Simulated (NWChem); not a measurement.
**Correlation energy of CH**

```
C
H 1 1.1343
```
Charge 0, spin multiplicity 2.

Program: NWChem. All single points use one geometry, from UPBE0/def2-SVP, a minimum by its harmonic frequencies.

Basis set: cc-pVDZ. Each correlation energy counts from its own Hartree-Fock reference.

The correlated methods keep 1 core orbital frozen. This spin state was chosen for the runs; another may lie lower. The structure started from a generated list of species. The unpaired electrons of the parent sit in orbitals of symmetry b2 (C2v labels of the run); other states weren't searched. No SCF solution was tested for a lower state. Open-shell Hartree-Fock references start from PBE0 orbitals. Coupled-cluster values serve here as a point of comparison, not as the truth.

**Question.** One of these methods gave a correlation energy of -79.7 mHa. Which?
A. SCS-UMP2
B. URI-MP2
C. CCSD[T] on UHF
D. CCSD on UHF

**Answer.** B, URI-MP2. The others give -85.7 (SCS-UMP2), -105.7 (CCSD on UHF), -107.5 (CCSD[T] on UHF).
